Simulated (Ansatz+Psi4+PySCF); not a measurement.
Two shapes of doublet NaH₂O.

Shape 1:

```xyz
4

Na   -0.0093   -0.0006   -0.0035
O     0.0044   -0.0028    2.3585
H     0.7699    0.0078    2.9286
H    -0.7655    0.0021    2.9229
```

Shape 2:

```xyz
4

Na    0.0000    0.0000    0.0000
O     0.4278    2.1018   -0.9602
H     0.4464    2.9505   -0.5014
H     0.6185    2.2816   -1.8890
```

Basis set: cc-pVTZ on H, O; cc-pCVTZ on Na (spherical functions). Correlated methods keep 2 orbitals frozen. Correlation on ROHF uses semicanonical orbitals with singles. Charge 0, multiplicity 2.

Computed with Ansatz (development build ahead of 0.2.0) and Psi4 1.11; each method stands on the lowest determinant of its kind that the runs found.

Task: Which shape is lower in energy, and by how much in each method?

Result:

```
  method  E(2) − E(1) (eV)
    ROHF             0.020
     UHF             0.020
ROHF-MP2            -0.003
 UHF-MP2            -0.003
```

Shape 1 is lower, bar methods that put the two within 0.005 eV.
